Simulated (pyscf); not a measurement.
F–Ga(F)–F + H atom (H•) -> hydrogen fluoride (HF) + [F–Ga–F]• (atom transfer; doublet surface; F–Ga broken, F–H formed). PySCF, gas phase, ωB97X-D3(BJ)/def2-SVP geometries. MP2 and CC: frozen core, UHF for open shells. ΔMP2 is the change of the MP2 total energy from the triple- to the quadruple-zeta basis. Energies in kcal/mol from the separated reactants.

```json
[
 {"level": "ωB97X-D3(BJ)/def2-TZVP", "barrier": "[?]", "reaction energy": "-13.0"},
 {"level": "r²SCAN/def2-TZVP", "barrier": "10.2", "reaction energy": "-15.6"},
 {"level": "PBE0-D3(BJ)/def2-TZVP", "barrier": "13.9", "reaction energy": "-16.1"},
 {"level": "M06-2X/def2-TZVP", "barrier": "19.0", "reaction energy": "-14.4"},
 {"level": "ωB97M-D3(BJ)/def2-TZVP", "barrier": "18.6", "reaction energy": "-16.6"},
 {"level": "MP2/def2-QZVPP", "barrier": "26.6", "reaction energy": "-11.9"},
 {"level": "CCSD(T)/def2-TZVPP + ΔMP2(QZVPP)", "barrier": "[?]", "reaction energy": "[?]"}
]
```

### Question
Complete the blanks.

### Answer

- ωB97X-D3(BJ)/def2-TZVP, barrier: 21.8
- CCSD(T)/def2-TZVPP + ΔMP2(QZVPP), barrier: 23.1
- CCSD(T)/def2-TZVPP + ΔMP2(QZVPP), reaction energy: -14.9

On the product side the descent ends in an adduct with a F–Ga contact (not fully relaxed), 10.5 kcal/mol under the separated species and 45.3 kcal/mol under the saddle at ωB97X-D3(BJ)/def2-TZVP. What is counted as broken (F–Ga) persists as a longer contact in the product adduct; parting that adduct is a step of its own. This is the saddle that the search found; another between the same sides may lie lower. The angle at the transferred F is 151°. The CCSD(T) − MP2 part came from Ansatz, without density fitting, on the same reference. The frozen core leaves the outer d or s,p core shells of the metals and heavy elements correlated in the MP2 and CC values, and def2-TZVPP describes them poorly, which can shift differences by a few kcal/mol. Elements up to Kr have no core potential and no relativistic terms here.
